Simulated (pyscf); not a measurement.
One hydrogen abstraction on the doublet surface with elements of a group swapped. ωB97M-D3(BJ)/def2-TZVP, eV, from the separated reactants. PySCF, gas phase, ωB97X-D3(BJ)/def2-SVP geometries.

| step | barrier | reaction energy | imaginary mode (i cm⁻¹) |
|---|---|---|---|
| F–SiH₂–SiH₂• + H₂ -> F–SiH₂–SiH₃ + H• | ? | ? | 941 |
| F–GeH₂–GeH₂• + H₂ → F–GeH₂–GeH₃ + H• | 1.08 | +0.95 | 729 |

Q: Complete the blanks.

A: 
- F–SiH₂–SiH₂• + H₂ -> F–SiH₂–SiH₃ + H•, barrier: 0.83
- F–SiH₂–SiH₂• + H₂ -> F–SiH₂–SiH₃ + H•, reaction energy: +0.65

Each row is the saddle that its search found. Elements up to Kr have no core potential and no relativistic terms here.
